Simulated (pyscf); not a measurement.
PySCF, gas phase, ωB97X-D3(BJ)/def2-SVP geometries.

Q: For the elementary gas-phase step HO–Si(F)(F)–F + H₂ → HO–SiH(F)–F + HF (singlet surface; F–Si, H–H broken, H–Si, F–H formed), what barrier and reaction energy does ωB97M-D3(BJ)/def2-TZVP give, measured from the separated reactants?

A: ΔE‡ = 58.0 kcal/mol, ΔE = +30.9 kcal/mol. Zero-point energy shifts the barrier by +3.7 kcal/mol. It is a four-centre exchange, with an imaginary mode of 1065i cm⁻¹. On the product side the descent ends in a complex (not fully relaxed), 6.6 kcal/mol under the separated species and 34.3 kcal/mol under the saddle at ωB97X-D3(BJ)/def2-TZVP. One saddle was located; it need not be the lowest between these sides.
